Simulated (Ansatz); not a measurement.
## CH₆AlB, SMILES [BH2][AlH][CH3]: harmonic frequencies at the relaxed geometry, step by step

Computed with Ansatz 0.2.0, Python API.

Input file `ch6alb.xyz`:
```text
9

B    -0.97200    0.87340   -1.39830
Al    0.12170    0.69250    0.29120
C     0.53500   -1.13480    0.92030
H    -1.47000   -0.01200   -1.89860
H    -1.14850    1.97830   -1.91680
H     1.00380    1.94860    0.78700
H    -0.24490   -1.82030    0.70290
H     1.52760   -1.47480    0.42210
H     0.73580   -1.09700    2.07320
```

Run as a notebook:

```python
import ansatz as az
from ase import Atoms
from ase.thermochemistry import IdealGasThermo
import numpy as np
```

```python
BASIS_SET = "cc-pVDZ"
FUNCTIONAL = "PBE0"

system = az.Crystal.molecule_from_extxyz("ch6alb.xyz")
```

```python
base = system.calculation()
base = base.basis(gaussian=BASIS_SET)
base = base.functional(FUNCTIONAL)
symbols = [site.symbol for site in system.cartesian_sites]
start = np.array([site.position_ang for site in system.cartesian_sites], dtype=float)
data = base.relax(force_tolerance=0.003).run(threads=1).report
end = np.array(data["positions_ang"])
```

    

```python
print("bond        before    after (A)")
for i, j in [(0, 1), (0, 3), (0, 4), (1, 2), (1, 5), (2, 6), (2, 7), (2, 8)]:
    d0, d1 = (np.linalg.norm(xyz[i] - xyz[j]) for xyz in (start, end))
    print(f"{symbols[i]}{i}-{symbols[j]}{j}".ljust(10), f"{d0:8.4f} {d1:8.4f}")
```

    bond        before    after (A)
    B0-Al1       2.0207   2.1251
    B0-H3        1.1324   1.2138
    B0-H4        1.2332   1.2138
    Al1-C2       1.9763   1.9758
    Al1-H5       1.6130   1.6095
    C2-H6        1.0609   1.1008
    C2-H7        1.1615   1.1046
    C2-H8        1.1709   1.1045

```python
minimum = az.Crystal.molecule()
for symbol, xyz in zip(symbols, end):
    minimum = minimum.atom(symbol, xyz.tolist())
vibrating = (
    minimum.calculation()
    .basis(gaussian=BASIS_SET)
    .functional(FUNCTIONAL)
    .phonons(temperatures=(100, 500, 100))
)
vib = vibrating.run(threads=1).report["vibrations"]
sums = vib["harmonic_sums"]
modes = [m["omega_inv_cm"] for m in sums["modes_at_gamma"] if m["rigid_motion"] == "no"]
print("frequencies (1/cm):", " ".join(f"{w:.0f}" for w in modes))
print("imaginary modes:", sum(w < 0 for w in modes), " zero-point energy:", round(sums["zero_point_energy_ev"], 4), "eV")
gas = IdealGasThermo(vib_energies=[w / 8065.544 for w in modes if w > 0], geometry="linear" if len(modes) == 3 * len(symbols) - 5 else "nonlinear",
                     atoms=Atoms(symbols, positions=end), symmetrynumber=1, spin=0.0)
print(f"H(298 K) - E = {gas.get_enthalpy(298.15, verbose=False):.4f} eV")
print(f"S(298 K, 1 bar) = {96485.33 * gas.get_entropy(298.15, 1e5, verbose=False):.1f} J/(mol K) with symmetry number 1")
```

    frequencies (1/cm): 43 139 200 337 493 504 523 641 666 761 848 1135 1197 1415 1421 1843 2552 2629 3040 3122 3154
    imaginary modes: 0  zero-point energy: 1.6531 eV
    H(298 K) - E = 1.8533 eV
    S(298 K, 1 bar) = 320.6 J/(mol K) with symmetry number 1

Reading the output:
- The frequencies are harmonic and unscaled, in a modest basis. The result belongs to the one conformer reached from this start, and soft torsions count as harmonic oscillators.
- The entropy takes a symmetry number of 1; a symmetric molecule's is lower by R ln(sigma).
- It ran for 2.3 min on 1 thread of Arm Neoverse V2 (shared host), peak memory 0.26 GiB.

(Lines on the test bed's own set-up are left out of the output.)
